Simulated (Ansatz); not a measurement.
Mulliken charges of C₃H₅FO (`C[C@@H]1O[C@H]1F`) from r2SCAN/def2-TZVPP in Ansatz (PBE0-D4/def2-TZVP geometry).

```tsv
atom	x (Å)	y (Å)	z (Å)	charge (e)
C1	-0.539	0.627	0.982	-0.113
C2	0.480	-0.090	0.159	0.121
O3	0.874	0.537	-1.084	-0.323
C4	0.199	-0.660	-1.145	0.271
F5	0.924	-1.715	-1.583	-0.214
H6	-1.367	0.976	0.363	0.040
H7	-0.934	-0.037	1.755	0.048
H8	-0.092	1.493	1.476	0.054
H9	1.324	-0.526	0.690	0.064
H10	-0.785	-0.656	-1.610	0.053
```

Task: By hand: the dipole of these point charges (1 e Å = 4.8032 D).

Result: Σ q r = (-0.368, -0.018, 0.424) e Å, of length 0.562 e Å = 2.70 D.

Task: How does the dipole of the full density compare? (Best estimate.)

Result: Computed: (-0.354, 0.031, 0.372) e Å, 2.47 D; the point charges give 1.09 times that, at 6° from its direction.

Point charges leave out the atoms' own dipoles, such as those of lone pairs, and Mulliken's split depends on the basis, so the close match here is no proof of good charges.
